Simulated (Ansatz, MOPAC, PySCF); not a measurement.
Process, species as SMILES: P (PH3) -> [PH2] (PH2) + H atom (the H-P bond breaks)

Wanted: bond dissociation energy (enthalpy at 298 K), in kcal/mol. Set-up: PM7 with its own dispersion and hydrogen-bond terms; dispersion terms only where a functional's name holds one; non-relativistic; spin-orbit terms left out; UHF or UKS for open shells. Ab initio and DFT rows: single points at B3LYP-D3(BJ) geometries (Ansatz, a first-principles code), with unscaled harmonic terms from B3LYP/6-31G* at its own minima. Semi-empirical rows: MOPAC heats of formation at their own minima for 298 K.

```json
[
 {"species": "P (PH3)", "coefficient": "-1", "E at HF/3-21G (Ansatz), Eh": "-340.70387", "E at M06-2X/def2-TZVPD (PySCF), Eh": "-343.12172", "H(298 K) - E, kcal/mol": "17.62", "heat of formation at PM7 (MOPAC), kcal/mol": "-3.36"},
 {"species": "[PH2] (PH2)", "coefficient": "+1", "E at HF/3-21G (Ansatz), Eh": "-340.11934", "E at M06-2X/def2-TZVPD (PySCF), Eh": "-342.48647", "H(298 K) - E, kcal/mol": "10.84", "heat of formation at PM7 (MOPAC), kcal/mol": "37.54"},
 {"species": "H atom", "coefficient": "+1", "E at HF/3-21G (Ansatz), Eh": "-0.49620", "E at M06-2X/def2-TZVPD (PySCF), Eh": "-0.49815", "H(298 K) - E, kcal/mol": "1.48", "heat of formation at PM7 (MOPAC), kcal/mol": "52.10"}
]
```

Measured values: Active Thermochemical Tables 1.112 (ions: stationary electron), as tabulated in the package chemicals; G2/97 table in ASE (Curtiss et al.); they hold spin-orbit and core effects, anharmonicity.  Value to compare with, the measured value: 83.9 kcal/mol. 1 Eh = 627.5095 kcal/mol.

### Question
Compute it at each level from the table, and compare with the measured value.

### Answer

- HF/3-21G: the sum of coefficient times E is 0.08833 Eh, or 55.43 kcal/mol; the thermal terms add -5.30. Result: 50.1 kcal/mol. Its error against the measured value is -33.8 kcal/mol.
- M06-2X/def2-TZVPD: the sum of coefficient times E is 0.13710 Eh, or 86.03 kcal/mol; the thermal terms add -5.30. Result: 80.7 kcal/mol. Its error against the measured value is -3.2 kcal/mol.
- PM7: the sum of coefficient times heat of formation is 93.00 kcal/mol; it needs no thermal term. Its error against the measured value is 9.1 kcal/mol.
